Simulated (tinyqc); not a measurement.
UHF in the sto-6g basis, for CH2, spin multiplicity 3, step by step. One step of it, computed by the program tinyqc.

Problem. Orthogonalisation. S = U s U^T; symmetric (Loewdin) form X = U s^(-1/2) U^T, so that X^T S X = 1.

overlap S:
```
           1C 1s     1C 2s    1C 2px     1C 2py    1C 2pz     2H 1s      3H 1s
1C 1s   1.000000  0.243228  0.000000   0.000000  0.000000  0.058894   0.053677
1C 2s   0.243228  1.000000  0.000000   0.000000  0.000000  0.468510   0.445895
1C 2px  0.000000  0.000000  1.000000   0.000000  0.000000  0.000000   0.000000
1C 2py  0.000000  0.000000  0.000000   1.000000  0.000000  0.403060  -0.389844
1C 2pz  0.000000  0.000000  0.000000   0.000000  1.000000  0.207345   0.200727
2H 1s   0.058894  0.468510  0.000000   0.403060  0.207345  1.000000   0.111344
3H 1s   0.053677  0.445895  0.000000  -0.389844  0.200727  0.111344   1.000000
```

Give: eigenvalues of S; X.

Solution.

eigenvalues of S: 0.3237  0.3837  0.8860  1.0000  1.0782  1.5072  1.8211

X:
```
          1C 1s    1C 2s  1C 2px   1C 2py   1C 2pz    2H 1s    3H 1s
1C 1s    1.0254  -0.1469  0.0000  -0.0006  -0.0090   0.0226   0.0221
1C 2s   -0.1469   1.2545  0.0000   0.0124   0.1011  -0.3262  -0.2987
1C 2px   0.0000   0.0000  1.0000   0.0000   0.0000   0.0000   0.0000
1C 2py  -0.0006   0.0124  0.0000   1.1778   0.0047  -0.2931   0.2746
1C 2pz  -0.0090   0.1011  0.0000   0.0047   1.0442  -0.1419  -0.1322
2H 1s    0.0226  -0.3262  0.0000  -0.2931  -0.1419   1.2393  -0.0322
3H 1s    0.0221  -0.2987  0.0000   0.2746  -0.1322  -0.0322   1.2118
```
